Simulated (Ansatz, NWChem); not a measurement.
# The same job for NWChem

Ansatz 0.2.0 runs this on BHO2 (oxoborinic acid):

in.yaml:
```yaml
basis:
  gaussian: {orbitals: def2-TZVPP}
crystal:
  periodic: [false, false, false]
  atoms:
    - {symbol: O, position_ang: [-1.831563, 0.564697, 1.143896]}
    - {symbol: B, position_ang: [-0.700363, 0.173197, 0.963996]}
    - {symbol: O, position_ang: [0.540237, -0.260803, 0.823996]}
    - {symbol: H, position_ang: [1.162300, -0.353500, -0.785700]}
accuracy: high
hamiltonian: {xc: {name: wB97X}}
output: {orbitals: {seedname: orbitals}}
```

```bash
$ ansatz run in.yaml --threads 1 --pin off --max-ram 3480MiB --events-out events.jsonl --progress --plain --runs-dir runs
```

The O3–H4 distance was set to 1.728 Å, away from the relaxed value.

It gives a total energy of -175.861849 Eh.

Problem. Write the same calculation for NWChem 7.3.0 as an input file of the program's own.

Solution. This input was run:

bho2.nw:
```
start bho2
title "BHO2 wB97X"
memory 2200 mb
charge 0

geometry units bohr noautosym nocenter noautoz
O   -3.46115245   1.06712267   2.16165016
B   -1.32349426   0.32729490   1.82168843
O    1.02089997  -0.49284624   1.55712677
H    2.19642867  -0.66801819  -1.48475782
end

basis "ao basis" spherical bse
* library def2-TZVPP
end

dft
xc wb97x
grid fine
convergence energy 1e-08
maxiter 100
mulliken
noprint "final vectors analysis"
end

task dft energy
```

```bash
$ nwchem bho2.nw > bho2.out
```

Its energy is -175.861850 Eh, 0.001 mEh from the first.
